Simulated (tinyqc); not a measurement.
Worked calculation: MP2 on RHF in the sto-6g basis, frozen core, for HF, spin multiplicity 1. Computed by tinyqc, a small Python program that keeps every step (integrals from PySCF). Settings: charge = 0, multiplicity = 1, basis = sto-6g, method = RHF, frozen orbitals = 1, energy threshold = 1e-10, iteration cap = 84, orthogonalisation = symmetric, start = Wolfsberg-Helmholz matrix, DIIS depth = 6. Command: `OMP_NUM_THREADS=1 python tinyqc.py 25858 25859 out.jsonl` (the two numbers bound the seeds that draw the settings). One thread of a shared host (Intel(R) Xeon(R) Processor @ 2.60GHz), about 0.1 s of CPU time with the checks. The early iterations of the SCF are left out here.

## One-electron integrals

Geometry (angstrom):
```
atom         x         y         z
F     0.000000  0.000000  0.000000
H     0.000000  0.000000  0.983000
```

Basis sto-6g: exponents (1/bohr^2) and contraction coefficients of normalised primitives:
```
element  l (shell)     exponent  coefficient
F            s (1)  1728.626574     0.009164
F            s (1)   316.941790     0.049361
F            s (1)    88.668891     0.168538
F            s (1)    30.460157     0.370563
F            s (1)    11.828570     0.416492
F            s (1)     4.871659     0.130334
F            s (2)    67.032281    -0.013253
F            s (2)    13.267438    -0.046992
F            s (2)     4.123510    -0.033785
F            s (2)     1.586463     0.250242
F            s (2)     0.689002     0.595117
F            s (2)     0.315820     0.240706
F            p (3)    67.032281     0.003760
F            p (3)    13.267438     0.037679
F            p (3)     4.123510     0.173897
F            p (3)     1.586463     0.418036
F            p (3)     0.689002     0.425860
F            p (3)     0.315820     0.101708
H            s (1)    35.523221     0.009164
H            s (1)     6.513144     0.049361
H            s (1)     1.822143     0.168538
H            s (1)     0.625955     0.370563
H            s (1)     0.243077     0.416492
H            s (1)     0.100112     0.130334
```

Overlap, kinetic and nuclear-attraction integrals over the contracted functions; the nuclear repulsion is the sum of Za Zb / Rab.

nuclear repulsion = 4.84495920 hartree

overlap S, lower triangle:
```
           1F 1s     1F 2s    1F 2px    1F 2py    1F 2pz     2H 1s
1F 1s   1.000000
1F 2s   0.232479  1.000000
1F 2px  0.000000  0.000000  1.000000
1F 2py  0.000000  0.000000  0.000000  1.000000
1F 2pz  0.000000  0.000000  0.000000  0.000000  1.000000
2H 1s   0.043502  0.408808  0.000000  0.000000  0.324721  1.000000
```

kinetic energy T (hartree), lower triangle:
```
            1F 1s     1F 2s    1F 2px    1F 2py    1F 2pz     2H 1s
1F 1s   37.397730
1F 2s   -1.143349  1.082297
1F 2px   0.000000  0.000000  3.251325
1F 2py   0.000000  0.000000  0.000000  3.251325
1F 2pz   0.000000  0.000000  0.000000  0.000000  3.251325
2H 1s   -0.003036  0.094972  0.000000  0.000000  0.220343  0.768522
```

nuclear attraction V (hartree), lower triangle:
```
             1F 1s       1F 2s      1F 2px      1F 2py      1F 2pz      2H 1s
1F 1s   -78.360781
1F 2s    -7.990860  -12.011036
1F 2px    0.000000    0.000000  -11.977477
1F 2py    0.000000    0.000000    0.000000  -11.977477
1F 2pz   -0.013859   -0.159191    0.000000    0.000000  -12.076619
2H 1s    -1.717326   -3.731178    0.000000    0.000000   -2.630831  -5.924777
```

core Hamiltonian H = T + V (hartree), lower triangle:
```
             1F 1s       1F 2s     1F 2px     1F 2py     1F 2pz      2H 1s
1F 1s   -40.963051
1F 2s    -9.134209  -10.928740
1F 2px    0.000000    0.000000  -8.726152
1F 2py    0.000000    0.000000   0.000000  -8.726152
1F 2pz   -0.013859   -0.159191   0.000000   0.000000  -8.825294
2H 1s    -1.720362   -3.636206   0.000000   0.000000  -2.410488  -5.156255
```

## Two-electron integrals

Functions are numbered as in S; the eight-fold symmetry (ij|kl) = (ji|kl) = (kl|ij) leaves the list below.

Two-electron integrals (ij|kl) in chemists' order, unique and non-zero (hartree):
```
(11|11) 5.406240   (21|11) 0.768129   (21|21) 0.138909   (22|11) 1.266271
(22|21) 0.283987   (22|22) 0.926367   (31|31) 0.029452   (32|31) 0.044681
(32|32) 0.204753   (33|11) 1.266273   (33|21) 0.283987   (33|22) 0.926366
(33|33) 0.998085   (41|41) 0.029452   (42|41) 0.044681   (42|42) 0.204753
(43|43) 0.053789   (44|11) 1.266273   (44|21) 0.283987   (44|22) 0.926366
(44|33) 0.890506   (44|44) 0.998085   (51|51) 0.029452   (52|51) 0.044681
(52|52) 0.204753   (53|53) 0.053789   (54|54) 0.053789   (55|11) 1.266273
(55|21) 0.283987   (55|22) 0.926366   (55|33) 0.890506   (55|44) 0.890506
(55|55) 0.998085   (61|11) 0.153335   (61|21) 0.026575   (61|22) 0.053126
(61|33) 0.053035   (61|44) 0.053035   (61|51) 0.001152   (61|52) 0.002249
(61|55) 0.053309   (61|61) 0.005169   (62|11) 0.375915   (62|21) 0.085515
(62|22) 0.309724   (62|33) 0.305395   (62|44) 0.305395   (62|51) 0.006178
(62|52) 0.045939   (62|55) 0.318381   (62|61) 0.016352   (62|62) 0.126338
(63|31) 0.009652   (63|32) 0.054734   (63|53) 0.009657   (63|63) 0.018860
(64|41) 0.009652   (64|42) 0.054734   (64|54) 0.009657   (64|64) 0.018860
(65|11) 0.249960   (65|21) 0.057682   (65|22) 0.223378   (65|33) 0.213778
(65|44) 0.213778   (65|51) 0.013339   (65|52) 0.086407   (65|55) 0.242577
(65|61) 0.011529   (65|62) 0.111838   (65|65) 0.117272   (66|11) 0.520061
(66|21) 0.120530   (66|22) 0.500837   (66|33) 0.483630   (66|44) 0.483630
(66|51) 0.011394   (66|52) 0.116941   (66|55) 0.535250   (66|61) 0.023242
(66|62) 0.259259   (66|65) 0.266359   (66|66) 0.774999
```

## Orthogonalisation

S = U s U^T; symmetric (Loewdin) form X = U s^(-1/2) U^T, so that X^T S X = 1.

eigenvalues of S: 0.457911  0.849297  1.000000  1.000000  1.122272  1.570519

X, lower triangle:
```
            1F 1s      1F 2s    1F 2px    1F 2py     1F 2pz     2H 1s
1F 1s    1.021970
1F 2s   -0.128061   1.103370
1F 2px   0.000000   0.000000  1.000000
1F 2py   0.000000   0.000000  0.000000  1.000000
1F 2pz  -0.005982   0.064020  0.000000  0.000000   1.049826
2H 1s    0.019294  -0.253692  0.000000  0.000000  -0.198108  1.129623
```

## Iteration 7 (converged): orbitals

converged F (hartree), lower triangle:
```
             1F 1s      1F 2s     1F 2px     1F 2py     1F 2pz      2H 1s
1F 1s   -26.239976
1F 2s    -6.369836  -2.908828
1F 2px    0.000000   0.000000  -0.471904
1F 2py    0.000000   0.000000   0.000000  -0.471904
1F 2pz   -0.021573  -0.078963   0.000000   0.000000  -0.335069
2H 1s    -1.201442  -1.014959   0.000000   0.000000  -0.548876  -0.515161
```

Diagonalise F' = X^T F X, C = X C', fill 5 alpha and 5 beta electrons from the bottom; D = 2 C_occ C_occ^T. Each column has its largest component positive (the first on a tie).

F' = X^T F X (hartree), lower triangle:
```
            1          2          3          4          5          6
1  -25.828341
2   -3.181250  -1.708869
3    0.000000   0.000000  -0.471904
4    0.000000   0.000000   0.000000  -0.471904
5   -0.041185   0.090580   0.000000   0.000000  -0.156628
6   -0.183901  -0.511592   0.000000   0.000000  -0.544876  -0.037896
```

orbital energies (hartree): MO1 -26.243274, MO2 -1.466928, MO3 -0.573459, MO4 -0.471904, MO5 -0.471904, MO6 0.551927

coefficients C:
```
              MO1        MO2        MO3        MO4       MO5        MO6
1F 1s    0.997099  -0.239119   0.069069   0.000000  0.000000   0.071247
1F 2s    0.012769   0.956480  -0.388522   0.000000  0.000000  -0.486125
1F 2px   0.000000   0.000000   0.000000   0.728376  0.685178   0.000000
1F 2py   0.000000   0.000000   0.000000  -0.685178  0.728376   0.000000
1F 2pz   0.001812   0.070944   0.698905   0.000000  0.000000  -0.807471
2H 1s   -0.003065   0.136915   0.539899   0.000000  0.000000   1.034302
```

D after iteration 7, lower triangle:
```
            1F 1s      1F 2s    1F 2px    1F 2py    1F 2pz     2H 1s
1F 1s    2.112309
1F 2s   -0.485631   2.131930
1F 2px   0.000000   0.000000  2.000000
1F 2py   0.000000   0.000000  0.000000  2.000000
1F 2pz   0.066231  -0.407320  0.000000  0.000000  0.987010
2H 1s    0.002990  -0.157690  0.000000  0.000000  0.774092  0.620491
```

Within a degenerate level the vectors are fixed only up to a rotation; this is one choice.

## Convergence

Stop when the energy changes by less than 1e-10 hartree and every element of the error matrix X^T (F D S - S D F) X is below 3e-06.

Course of the cycle:
```
iteration   E (hartree)     change  largest element of the error matrix
1          -99.22883335          -                             6.04e-01
2          -99.48063180  -2.52e-01                             1.24e-01
3          -99.50046570  -1.98e-02                             2.07e-02
4          -99.50071939  -2.54e-04                             1.79e-03
5          -99.50072149  -2.10e-06                             6.71e-05
6          -99.50072149  -2.59e-09                             4.39e-06
7          -99.50072149  -1.13e-11                             1.22e-09
```

PySCF RHF in the same basis = -99.50072149 hartree

Converged in 7 iterations.

## Integrals over molecular orbitals

(pq|rs) = sum C_ip C_jq C_kr C_ls (ij|kl), one index at a time.

one-electron integrals over orbitals h = C^T H C (hartree), lower triangle:
```
            1          2          3          4          5          6
1  -40.949392
2    0.717464  -9.210920
3   -0.202329   0.565768  -7.505596
4    0.000000   0.000000   0.000000  -8.726152
5    0.000000   0.000000   0.000000   0.000000  -8.726152
6   -0.218578   1.139296   1.934096   0.000000   0.000000  -6.122131
```

Two-electron integrals over orbitals (pq|rs), unique and non-zero (hartree); the lowest 1 orbital is frozen and left out:
```
(22|22) 0.862350    (32|22) -0.026750   (32|32) 0.154966    (33|22) 0.748552
(33|32) -0.042018   (33|33) 0.752999    (42|42) 0.183080    (43|42) -0.039919
(43|43) 0.045467    (44|22) 0.884204    (44|32) -0.076354   (44|33) 0.743759
(44|44) 0.998085    (52|52) 0.183080    (53|52) -0.039919   (53|53) 0.045467
(54|54) 0.053789    (55|22) 0.884204    (55|32) -0.076354   (55|33) 0.743759
(55|44) 0.890506    (55|55) 0.998085    (62|22) -0.123924   (62|32) -0.052129
(62|33) -0.035698   (62|44) -0.121216   (62|55) -0.121216   (62|62) 0.095570
(63|22) -0.179183   (63|32) 0.093218    (63|33) -0.118759   (63|44) -0.204396
(63|55) -0.204396   (63|62) 0.054141    (63|63) 0.185814    (64|42) -0.040025
(64|43) -0.016273   (64|64) 0.030940    (65|52) -0.040025   (65|53) -0.016273
(65|65) 0.030940    (66|22) 0.675413    (66|32) 0.067347    (66|33) 0.669392
(66|44) 0.647300    (66|55) 0.647300    (66|62) -0.066014   (66|63) -0.014259
(66|66) 0.712145
```

## Second-order Moller-Plesset energy

Hartree-Fock energy = -99.50072149 hartree

E2 = sum_ijab (ia|jb) [2 (ia|jb) - (ib|ja)] / (e_i + e_j - e_a - e_b) over occupied i, j and virtual a, b; the opposite-spin part is (ia|jb)^2 / denominator, the rest is same-spin, and SCS-MP2 scales them by 6/5 and 1/3.

Terms:
```
i  j  a  b   (ia|jb)   (ib|ja)  denominator       term
3  3  6  6  0.185814  0.185814    -2.250772  -0.015340
2  2  6  6  0.095570  0.095570    -4.037711  -0.002262
2  3  6  6  0.054141  0.054141    -3.144241  -0.000932
3  2  6  6  0.054141  0.054141    -3.144241  -0.000932
5  5  6  6  0.030940  0.030940    -2.047662  -0.000468
4  4  6  6  0.030940  0.030940    -2.047662  -0.000468
```

Pair energies (hartree; pair i-j sums ij and ji):
```
pair  opposite spin  same spin
2-2       -0.002262   0.000000
3-2       -0.001865   0.000000
3-3       -0.015340   0.000000
4-4       -0.000468   0.000000
5-5       -0.000468   0.000000
```

MP2 correlation energy = -0.02040165 hartree

SCS-MP2 correlation energy = -0.02448198 hartree

MP2 total energy = -99.52112314 hartree
